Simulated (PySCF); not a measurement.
# Al2H, quartet: stretch scan

Starting geometry (PBE0/def2-TZVP stationary point for this spin, not checked as a minimum):

```tsv
atom	x (Å)	y (Å)	z (Å)
Al	0.0000	0.0000	0.2591
Al	0.0000	0.0000	-2.1014
H	0.0000	0.0000	1.8423
```

From there H3 moves along the line of the two atoms named below, all else staying in place; atoms are numbered as listed. Energies are in kJ/mol, counted from the starting geometry at the same level.

Basis 6-31G; PySCF 2.14.0. Correlated methods freeze the noble-gas cores. R marks a restricted (for open shells ROHF) determinant.

Full CI is exact within this basis and frozen core; it isn't the basis-set limit.

| distance Al1-H3 (Å) | RCCSD |
| --- | --- |
| 1.253 | 129.0 |
| 1.429 | 26.2 |
| 1.583 | 0.0 |
| 1.718 | 3.8 |
| 1.934 | 35.7 |
| 2.206 | 90.6 |
| 2.539 | 148.2 |
| 2.970 | 173.4 |
| 3.477 | 176.6 |
| 4.371 | 177.0 |
| 5.440 | 177.4 |

Q: Estimate the full CI curve in 6-31G from this one, knowing how RCCSD errs.

A: The computed full CI values, in kJ/mol from the starting point, and the error of RCCSD against them:
```json
{"distance Al1-H3 (Å)": "1.253", "full CI": "130.0", "RCCSD less full CI": "-0.9"}
{"distance Al1-H3 (Å)": "1.429", "full CI": "26.7", "RCCSD less full CI": "-0.5"}
{"distance Al1-H3 (Å)": "1.583", "full CI": "0.0", "RCCSD less full CI": "0.0"}
{"distance Al1-H3 (Å)": "1.718", "full CI": "3.2", "RCCSD less full CI": "0.7"}
{"distance Al1-H3 (Å)": "1.934", "full CI": "33.5", "RCCSD less full CI": "2.3"}
{"distance Al1-H3 (Å)": "2.206", "full CI": "84.9", "RCCSD less full CI": "5.6"}
{"distance Al1-H3 (Å)": "2.539", "full CI": "137.1", "RCCSD less full CI": "11.0"}
{"distance Al1-H3 (Å)": "2.970", "full CI": "165.9", "RCCSD less full CI": "7.5"}
{"distance Al1-H3 (Å)": "3.477", "full CI": "170.6", "RCCSD less full CI": "6.0"}
{"distance Al1-H3 (Å)": "4.371", "full CI": "171.1", "RCCSD less full CI": "5.9"}
{"distance Al1-H3 (Å)": "5.440", "full CI": "171.5", "RCCSD less full CI": "5.9"}
```

The error spans 12.0 kJ/mol and is largest, 11.0 kJ/mol, at 2.539 Å.
